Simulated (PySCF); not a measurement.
# C5H10: calculation against experiment

**Measured values to compare with.**

NIST CCCBDB Release 22 (SRD 101), experimental dipoles lists, for the gas: dipole moment 0.142 D.

The results are set against them at the end.

Species: C5H10.
Numbering: `[CH3:1][C:2]1([CH3:3])[CH2:4][CH2:5]1` (hydrogens: H6, H7, H8 on C1; H9, H10, H11 on C3; H12, H13 on C4; H14, H15 on C5)

Cartesian coordinates in Å at the PBE0-D3(BJ)/def2-SVP level; atoms count from 1:
```xyz
15
C5H10 angstrom
C     -1.405   -0.671    0.036
C     -0.017   -0.078   -0.015
C      1.059   -1.043   -0.452
C      0.121    1.362   -0.424
C      0.343    0.963    1.008
H     -1.709   -1.052   -0.954
H     -2.151    0.074    0.351
H     -1.450   -1.513    0.747
H      2.049   -0.563   -0.469
H      0.857   -1.430   -1.464
H      1.117   -1.907    0.231
H      0.992    1.647   -1.021
H     -0.789    1.918   -0.670
H      1.366    0.974    1.394
H     -0.415    1.244    1.745
```

Runs made with PySCF (gas phase, on this PBE0-D3(BJ)/def2-SVP geometry; no spin–orbit coupling):

| level | job | basis functions | wall time |
| --- | --- | --- | --- |
| PBE0-D3(BJ)/def2-SVP, grid level 1 | geometry optimisation from an MMFF94s start shaken at random | 120 | 36 s |
| CAM-B3LYP/pcSseg-2 | shieldings, ring-centre shieldings | 320 | 60 s |
| PBE0/pcSseg-1 | shieldings, ring-centre shieldings, charges and field gradients | 135 | 10 s |
| B3LYP/pcJ-1 | spin–spin couplings from 15 perturbed nuclei, spin–dipole term left out | 235 | 30 s |

Hardware: Arm Neoverse V2, one thread, no GPU, on a shared host.

Results beside the measurements:

**Dipole moment.** Measured: 0.142 D (NIST CCCBDB Release 22 (SRD 101), experimental dipoles).

| level | computed (D) | computed − measured (D) |
| --- | --- | --- |
| PBE0-D3(BJ)/def2-SVP | 0.160 | +0.018 |
| CAM-B3LYP/pcSseg-2 | 0.133 | -0.009 |
| PBE0/pcSseg-1 | 0.177 | +0.035 |
| B3LYP/pcJ-1 | 0.144 | +0.002 |

Closest is B3LYP/pcJ-1 (+0.002 D), furthest PBE0/pcSseg-1 (+0.035 D); one molecule doesn't rank methods. The computed dipoles belong to one fixed geometry; measured ones are averaged over vibrations unless marked μe. Magnitudes are compared, not signs.

No measured geometry was used, and the causes of the misses weren't examined.
